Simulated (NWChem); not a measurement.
difluoromethane (CH2F2); SMILES FCF

All runs: NWChem. All runs use the structure optimised with PBE-D3(BJ)/def2-SVP.

**Question.** Predict the results for Hartree-Fock/def2-SVPD. Quantities: highest occupied level (eV); orbital gap (eV); dipole (D).

**Answer.** 
- highest occupied level (eV) = -14.59
- orbital gap (eV) = 17.19
- dipole (D) = 2.21
